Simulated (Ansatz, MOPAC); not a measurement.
Gas-phase reaction in SMILES: F (HF) → F atom + H atom (the F-H bond breaks)

Wanted: bond dissociation energy (enthalpy at 298 K), in kcal/mol. Conventions: six Cartesian d functions in 6-31G* and its kin unless marked 5d; open shells spin-unrestricted; frozen cores in correlated levels; non-relativistic; spin-orbit terms left out. Ab initio and DFT rows: single points at B3LYP-D3(BJ) geometries (Ansatz, a quantum-chemistry and plane-wave program), with unscaled harmonic terms from B3LYP/6-31G* at its own minima. Semi-empirical rows: MOPAC heats of formation at their own minima for 298 K.

```csv
species,coefficient,"E at MP2/6-31G* (Ansatz), Eh","E at wB97M-V/def2-TZVPD (Ansatz), Eh","H(298 K) - E, kcal/mol","heat of formation at PM3 (MOPAC), kcal/mol"
F (HF),-1,-100.18207,-100.46200,7.76,-62.75
F atom,+1,-99.48727,-99.74647,1.48,18.89
H atom,+1,-0.49823,-0.49411,1.48,52.10
```

Measured values: Active Thermochemical Tables 1.112 (ions: stationary electron), as tabulated in the package chemicals; they hold spin-orbit and core effects, anharmonicity.  Value to compare with, the measured value: 136.3 kcal/mol. 1 Eh = 627.5095 kcal/mol.

Task: Compute it at each level from the table, and compare with the measured value.

Result: 
- MP2/6-31G*: the sum of coefficient times E is 0.19657 Eh, or 123.35 kcal/mol; the thermal terms add -4.80. Result: 118.5 kcal/mol. Its error against the measured value is -17.8 kcal/mol.
- wB97M-V/def2-TZVPD: the sum of coefficient times E is 0.22142 Eh, or 138.94 kcal/mol; the thermal terms add -4.80. Result: 134.1 kcal/mol. Its error against the measured value is -2.2 kcal/mol.
- PM3: the sum of coefficient times heat of formation is 133.74 kcal/mol; it needs no thermal term. Its error against the measured value is -2.6 kcal/mol.
